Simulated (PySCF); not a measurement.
Compound: C₃H₉PS.
SMILES: `CP(C)(C)=S`

The closed-shell ground state was solved at several levels (PySCF, density fitting, gas phase, non-relativistic). Geometry: PBE0-D3(BJ)/def2-SVP; no solvent, vibrations or thermal averaging.

```tsv
level	basis functions	HOMO (eV)	LUMO (eV)	gap (eV)	dipole (D)
KT3/pcSseg-2	320	-5.27	-0.72	4.55	4.67
PBE0/pcSseg-1	144	-6.28	0.80	7.08	4.96
```

Problem. What might CAM-B3LYP/def2-SVPD (183 basis functions) give for the same quantities?

Solution. HOMO -7.56 eV, LUMO 0.86 eV, gap 8.42 eV, dipole 5.16 D.

Problem. Over all these levels, which gives the widest orbital gap and which the narrowest?

Solution. CAM-B3LYP/def2-SVPD (range-separated hybrid) has the widest, 8.42 eV, and KT3/pcSseg-2 (GGA) the narrowest, 4.55 eV. Functional and basis both differ between the two, so the spread mixes both effects.

Problem. How far do the dipole and the HOMO energy spread over the levels?

Solution. The dipole runs from 4.67 to 5.16 D (mean 4.93 D) and the HOMO from -7.56 to -5.27 eV.
